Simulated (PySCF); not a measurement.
CH₄ + O₂ → H₂CO + H₂O

Level: PBE0 in the def2-TZVP basis family, all electrons, no relativity, computed in PySCF with density fitting; open shells unrestricted.

```csv
species,state and structure,ZPE (kJ/mol),H(298 K) − H(0) (kJ/mol),S° (J/(mol K))
CH₄,"singlet, Td, C–H 1.090 Å (×4)",117.5,10.0,186.2
O₂,"triplet, D∞h, O–O 1.193 Å",10.3,8.7,204.9
H₂CO,"singlet, C2v, C–H 1.109 Å (×2), C–O 1.195 Å; H–C–H 116.0°, H–C–O 122.0° (×2)",70.1,10.0,218.5
H₂O,"singlet, C2v, O–H 0.960 Å (×2); H–O–H 105.1°",56.5,9.9,188.7
```

Is the gas-phase reaction uphill or downhill in electronic energy at this level, and by how much?

At PBE0/def2-TZVP, ΔE = -226.6 kJ/mol, downhill. 

Add zero-point, thermal and entropy terms for 298.15 K and 1 bar.

ΔZPE = -1.2 and Δ[H(298) − H(0)] = 1.2 kJ/mol give ΔH° = -226.6 kJ/mol. ΔS° = 16.1 J/(mol K), so ΔG° = -226.6 − 298.15 × (0.0161) = -231 kJ/mol.

Each species is the lowest minimum found with this bonding; other isomers or fragments can lie lower.
